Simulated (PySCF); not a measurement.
Gas-phase acidity of cyanoacetic acid

System: cyanoacetic acid, `N#CCC(=O)O` (C3H3NO2). Non-hydrogen atoms are numbered in `[N:1]#[C:2][CH2:3][C:4](=[O:5])[OH:6]`.

Level of theory: ωB97X-D3(BJ)/ma-def2-TZVP single points in PySCF, grid level 2; every species was optimised with PBE0-D3(BJ)/ma-def2-SVP. ωB97X-D3(BJ) is ωB97X-V with D3(BJ) in place of VV10. Zero-point and thermal terms (298.15 K, 1 bar) come from unscaled PBE0-D3(BJ)/ma-def2-SVP harmonic frequencies, with soft modes damped to free rotors in the entropy.

```jsonl
{"site": "O6 (acid OH oxygen)", "product": "N#CCC(=O)[O-]", "ΔH(acid) / kcal/mol": "330.5", "ΔG(acid) / kcal/mol": "322.9", "gas share": "> 99.9 %"}
{"site": "C3 (carbon α to the carbonyl-type group)", "product": "N#C[CH-]C(=O)O", "ΔH(acid) / kcal/mol": "338.6", "ΔG(acid) / kcal/mol": "331.3", "gas share": "< 0.1 %"}
```

ΔH and ΔG refer to AH → A⁻ + H⁺ in the gas phase. Shares are Boltzmann weights among the listed products; an error of 10 kJ/mol changes a ratio about 56-fold. Sites whose products fell apart, merged with another or lost in a GFN2-xTB screen aren't listed.

Of the listed sites O6 (acid OH oxygen) is favoured in the gas phase, 8.4 kcal/mol ahead of C3 in free energy.

Measured values (NIST Chemistry WebBook, evaluated or the median of agreeing entries): deprotonation enthalpy (ΔH) 1382 kJ/mol (computed 1383, difference 1); gas-phase acidity (ΔG) 1354 kJ/mol (computed 1351, difference -3). These are compared with the most favourable site that keeps the skeleton.

Structures, frequencies and single points took 9.3 min of wall time on 1 thread of Arm Neoverse V1 (shared host), launched as `OMP_NUM_THREADS=1 python redox_run.py task.json out`.
